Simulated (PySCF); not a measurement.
## CO(OH)₂, singlet: computed properties

All numbers come from PySCF, PBE0, basis C def2-TZVP, O def2-TZVP, H def2-TZVP (no relativity, density fitting).

The structure is a minimum.

Coordinates in bohr (charge 0 multiplicity 1):
```
C     0.1805    0.0000    0.0000
O     2.4486    0.0000    0.0000
O    -1.2822   -2.0455    0.0000
O    -1.2822    2.0455    0.0000
H    -0.1565   -3.4793    0.0000
H    -0.1565    3.4793    0.0000
```

- Point group: C2v
- Bond lengths: C–O 1.200 Å, C–O 1.331 Å (×2), O–H 0.965 Å (×2)
- Bond angles: C–O–H 106.3° (×2), O–C–O 108.9°, O–C–O 125.6° (×2)
- Highest occupied level: -8.72 eV
- Heat capacity Cp at 298.15 K: 57.5 J/(mol K)
- Lowest empty level: 0.63 eV
- Enthalpy at 298.15 K above 0 K: 12.13 kJ/mol
- Rotational constants: 0.4042, 0.3804, 0.196 cm⁻¹
- Principal quadrupole moments (Buckingham, traceless) about the centre of mass: -10.63, -0.80, 11.43 D Å
- Dipole moment: 0.25 D
- Atomisation energy without zero-point energy: 2581 kJ/mol
- Entropy at 298.15 K and 1 bar: 262.7 J/(mol K)
- Rotational symmetry number: 2
- Principal polarisabilities: 15.1, 25.9, 27.0 bohr³
- Zero-point energy: 105.4 kJ/mol

Harmonic modes (masses in u: C 12.000, O 15.995, H 1.008):
```tsv
symmetry	ω (cm⁻¹)	IR (km/mol)
a2	538	0.0
a1	552	7.2
b1	608	217
b2	608	52.4
b1	817	56.9
a1	1006	14.3
b2	1171	415
a1	1293	33.1
b2	1489	161
a1	1866	543
b2	3838	195
a1	3841	15.8
```

In C2v the vibrations span a2 + 5a1 + 2b1 + 4b2. Here b1 is antisymmetric to the molecular plane and b2 lies in it. The a2 mode carries no infrared intensity, as symmetry demands.

Charges (e):
```json
{"atom": "C1", "Mulliken": "0.39", "Löwdin": "-0.72", "polar tensor": "1.50", "Mayer order to C1": "–"}
{"atom": "O2", "Mulliken": "-0.35", "Löwdin": "0.07", "polar tensor": "-0.79", "Mayer order to C1": "2.05"}
{"atom": "O3,4", "Mulliken": "-0.36", "Löwdin": "0.12", "polar tensor": "-0.68", "Mayer order to C1": "1.23"}
{"atom": "H5,6", "Mulliken": "0.35", "Löwdin": "0.21", "polar tensor": "0.32", "Mayer order to C1": "0.02"}
```
Other Mayer orders above 0.3: O–H 0.86 (×2).

Mulliken populations on C1: s 2.97, p 2.28, d 0.33, f 0.03.

Other isomers or separated fragments may lie lower.

The final relaxation and frequency run took 2.7 min on 4 threads of a shared Arm Neoverse V1 host, with 136 basis functions and 17 gradients; the process peaked at 1.8 GiB. Launch command: `OMP_NUM_THREADS=4 python axn.py task.json out`.
